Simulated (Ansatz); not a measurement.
Which is lower?

Two relaxed structures of B2H2Cl, doublet (PBE0-D4/def2-TZVP; forces vanish, vibrations not checked).

A:

B1  (1.083, -0.073, 0.500)
B2  (0.230, 0.685, -0.596)
Cl3  (1.633, 0.842, 1.908)
H4  (1.371, -1.230, 0.423)
H5  (-0.406, 1.251, -1.414)
(Å)

B:

B1  (0.720, -0.029, 0.039)
B2  (-0.840, 0.035, -0.045)
Cl3  (-2.511, 0.103, -0.135)
H4  (1.275, -1.090, 0.027)
H5  (1.357, 0.981, 0.115)
(Å)

Ansatz 0.2.0; basis: def2-TZVPP; cores frozen in the correlated methods; orbitals are unrestricted. B3LYP uses VWN-RPA correlation.

Which structure is lower at CCSD(T), and by how much? (An estimate is asked for; the value comes from the calculation.)

Computed: B, by 7.81 kcal/mol (electronic energy, against the other). By their contacts, A is B₂H₂Cl ([BH][BH][Cl]) and B is B₂H₂Cl ([BH2][B][Cl]).

All methods give the same order:

```tsv
method	E(B) − E(A) (kcal/mol)
PBE-D4	-10.19
r2SCAN-D4	-9.88
PBE0-D4	-8.82
B3LYP-D4	-8.26
wB97M-V	-8.29
HF	-3.33
MP2	-7.56
CCSD	-7.09
CCSD(T)	-7.81
```

No T1 diagnostic of these runs exceeds 0.018. ⟨S²⟩ of the unrestricted Hartree–Fock references: 0.76 (a pure state has 0.75).

Labels in which every atom is bracketed show which atoms are joined, not bond orders.

For scale, one of the runs: CCSD(T)/def2-TZVPP, 132 basis functions, launched by `ansatz run in.yaml --threads 2 --pin off --events-out ev --progress --plain --max-ram 4352MiB`. Hardware: 2 CPU threads of an Arm Neoverse V2, shared host. Wall time 24 s; peak host memory 1.4 GiB.
